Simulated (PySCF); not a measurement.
First SCF of a structure search on singlet MgO₂, at a hand-made end-on geometry. PySCF input:

```python
from pyscf import gto, scf, dft
mol = gto.M(atom='''
Mg     0.000000     0.000000     0.000000
O      0.000000     0.000000     2.080600
O      1.252800     0.000000     2.800600''',
    basis={'Mg': 'def2-TZVP', 'O': 'def2-TZVP'},
    charge=0, spin=0)
mf = dft.RKS(mol, xc='PBE0')
mf.grids.atom_grid = (50, 194)
aux = {'Mg': 'def2-universal-JKFIT', 'O': 'def2-universal-JKFIT'}
mf = mf.density_fit(auxbasis=aux)
mf.conv_tol = 1e-08
mf.diis_space = 10
mf.max_cycle = 60
mf.init_guess = 'minao'
mf.verbose = 4
mf.kernel()
```

Excerpt of the output (cycles and frontier levels):

```
init E= -350.115187335391
  HOMO = -0.302429109070848  LUMO = -0.17084377852909  gap/eV = 3.58062
cycle= 1 E= -349.762529845602  delta_E= 0.353  |g|= 0.956  |ddm|= 1.98
  HOMO = -0.0155578636508119  LUMO = -0.0043211173878519  gap/eV = 0.30577
cycle= 2 E= -338.436387972851  delta_E= 11.3  |g|= 4.81  |ddm|= 4.22
cycle= 3 E= -349.606965428777  delta_E= -11.2  |g|=  1.3  |ddm|= 3.21
  HOMO = -0.170462562221423  LUMO = -0.137241676759733  gap/eV = 0.90399
cycle= 4 E= -350.026812439376  delta_E= -0.42  |g|= 0.573  |ddm|= 0.71
  HOMO = -0.199685207506151  LUMO = -0.1514035441513  gap/eV = 1.31381
cycle= 5 E= -350.104583130782  delta_E= -0.0778  |g|= 0.405  |ddm|= 0.492
  HOMO = -0.214680948911897  LUMO = -0.154788958637624  gap/eV = 1.62974
cycle= 6 E= -350.125935566117  delta_E= -0.0214  |g|= 0.217  |ddm|= 0.514
  HOMO = -0.215972641089387  LUMO = -0.15071522908729  gap/eV = 1.77574
cycle= 7 E= -350.14057523928  delta_E= -0.0146  |g|= 0.0463  |ddm|= 0.303
  HOMO = -0.218047442508558  LUMO = -0.151802190102423  gap/eV = 1.80263
cycle= 8 E= -350.141334588579  delta_E= -0.000759  |g|= 0.00546  |ddm|= 0.0496
  HOMO = -0.218120616954596  LUMO = -0.151910587154468  gap/eV = 1.80167
cycle= 9 E= -350.141344847126  delta_E= -1.03e-05  |g|= 0.00272  |ddm|= 0.011
  HOMO = -0.218100920813025  LUMO = -0.151914920019443  gap/eV = 1.80101
cycle= 10 E= -350.141346704928  delta_E= -1.86e-06  |g|= 0.0013  |ddm|= 0.00167
  HOMO = -0.218073575253792  LUMO = -0.151888146659424  gap/eV = 1.80100
cycle= 11 E= -350.141347215931  delta_E= -5.11e-07  |g|= 0.000334  |ddm|= 0.00108
  HOMO = -0.218068310309701  LUMO = -0.151882275164894  gap/eV = 1.80101
cycle= 12 E= -350.14134725022  delta_E= -3.43e-08  |g|= 6.99e-05  |ddm|= 0.000296
  HOMO = -0.218067352059357  LUMO = -0.151880160938951  gap/eV = 1.80105
cycle= 13 E= -350.141347251906  delta_E= -1.69e-09  |g|= 4.17e-06  |ddm|= 7.95e-05
  HOMO = -0.218066679485805  LUMO = -0.151879281404824  gap/eV = 1.80105
Extra cycle  E= -350.141347251674  delta_E= 2.33e-10  |g|= 2.69e-05  |ddm|= 3.69e-05
converged SCF energy = -350.141347251674
```

No lower solution of this spin was found from smeared starts or by a stability analysis within the restricted form, which does not test spin polarisation.

At the minimum of this search the closed-shell solution is unstable towards spin polarisation, so a lower open-shell solution exists.

The search for the lowest solution, 3 starts and the stability check together, took 6.9 s on 2 threads of a shared Arm Neoverse V2 host, with 94 basis functions; the process peaked at 0.36 GiB.
